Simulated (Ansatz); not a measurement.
# CH2FSi+ (SMILES [CH+]=[SiH]F): single points off equilibrium

How do the functionals fare away from a minimum? The structure is a structure displaced at random from a GFN2-xTB minimum.

Program: Ansatz 0.2.0, Gaussian basis. Level of theory: single points in def2-TZVPP. These are calculated values, not measurements.

Cores are frozen in the correlated methods.

## Step 1: Where the work starts

SMILES `[CH+]=[SiH]F`, 5 atoms, charge 1, spin multiplicity 1.

Atoms are counted from 1 here; the program's logs count them from 0.

Bond lengths: C1–Si2 1.782 Å, C1–H4 1.106 Å, Si2–F3 1.630 Å, Si2–H5 1.428 Å. Angles: Si2–C1–H4 162.4°, C1–Si2–F3 110.6°, C1–Si2–H5 136.0°, F3–Si2–H5 113.1°.

As a file:

```xyz
5
CH2FSi
C    -1.0494   -0.4837   -0.3170
Si    0.5380    0.1448    0.1935
F     0.6024    1.7620   -0.0002
H    -1.9154   -1.1519   -0.4810
H     1.6946   -0.3885    0.8394
```

## Step 2: CCSD(T)/def2-TZVPP

Contents of run/in.yaml:

```yaml
crystal:
  periodic: [false, false, false]
  atoms:
    - {symbol: C, position_ang: [-1.049400, -0.483700, -0.317000]}
    - {symbol: Si, position_ang: [0.538000, 0.144800, 0.193500]}
    - {symbol: F, position_ang: [0.602400, 1.762000, -0.000200]}
    - {symbol: H, position_ang: [-1.915400, -1.151900, -0.481000]}
    - {symbol: H, position_ang: [1.694600, -0.388500, 0.839400]}
basis:
  gaussian: {orbitals: def2-TZVPP}
total_charge: 1
correlation: {method: ccsd_t}
output: {forces: true}
```

The command line of these runs was not kept.

## Step 3: PBE0-D4/def2-TZVPP

run/in.yaml, as its differences from that of step 2:

```diff
@@ -11,3 +11,3 @@
 total_charge: 1
-correlation: {method: ccsd_t}
-output: {forces: true}
+hamiltonian: {xc: pbe0, dispersion: d4}
+output: {forces: true, orbitals: {seedname: orbitals}}
```

## Step 4: wB97M-V/def2-TZVPP

run/in.yaml, as its differences from that of step 3:

```diff
@@ -11,3 +11,3 @@
 total_charge: 1
-hamiltonian: {xc: pbe0, dispersion: d4}
-output: {forces: true, orbitals: {seedname: orbitals}}
+hamiltonian: {xc: {name: wB97M-V}}
+output: {forces: true}
```

## Step 5: r2SCAN-D4/def2-TZVPP

run/in.yaml, as its differences from that of step 4:

```diff
@@ -11,3 +11,3 @@
 total_charge: 1
-hamiltonian: {xc: {name: wB97M-V}}
+hamiltonian: {xc: r2scan, dispersion: d4}
 output: {forces: true}
```

## Step 6: PBE-D4/def2-TZVPP

run/in.yaml, as its differences from that of step 5:

```diff
@@ -11,3 +11,3 @@
 total_charge: 1
-hamiltonian: {xc: r2scan, dispersion: d4}
+hamiltonian: {xc: pbe, dispersion: d4}
 output: {forces: true}
```

## Step 7: revPBE-D4/def2-TZVPP

run/in.yaml, as its differences from that of step 6:

```diff
@@ -11,3 +11,3 @@
 total_charge: 1
-hamiltonian: {xc: pbe, dispersion: d4}
+hamiltonian: {xc: {name: revPBE}, dispersion: d4}
 output: {forces: true}
```

## Step 8: HSE06-D4/def2-TZVPP

run/in.yaml, as its differences from that of step 7:

```diff
@@ -11,3 +11,3 @@
 total_charge: 1
-hamiltonian: {xc: {name: revPBE}, dispersion: d4}
+hamiltonian: {xc: hse06, dispersion: d4}
 output: {forces: true}
```

(Steps that only read results are left out.)

**Question.** What will these runs give? Wanted: energy less free atoms, CCSD(T)/def2-TZVPP; RMS force component; RMS force error; HOMO and LUMO, PBE0-D4; T1 diagnostic.

As calculated:

```
                                  quantity                                                                                              value
energy less free atoms, CCSD(T)/def2-TZVPP                                                                                      -674.9 kJ/mol
                       RMS force component                                                               1.201 to 1.492 eV/Å over the methods
                           RMS force error  PBE0-D4 0.135, wB97M-V 0.126, r2SCAN-D4 0.113, PBE-D4 0.320, revPBE-D4 0.356, HSE06-D4 0.133 eV/Å
                    HOMO and LUMO, PBE0-D4                                                                               -14.22 and -11.74 eV
                             T1 diagnostic                                                                                              0.018
```

In words: Against CCSD(T) the functionals' energies less atoms differ by -70.2 to -18.4 kJ/mol, PBE-D4 by -70.2 kJ/mol. The reference is not at the basis limit: in triple zeta CCSD(T) underbinds, which counts against methods that bind more; the gaps are no ranking. The forces of r2SCAN-D4 come nearest to CCSD(T), those of revPBE-D4 are farthest. Frozen-core CCSD(T) forces in triple zeta carry basis errors of their own, and this is one geometry, so small gaps rank nothing. The restricted Hartree–Fock reference is unstable towards an unrestricted one at one or more of these structures.
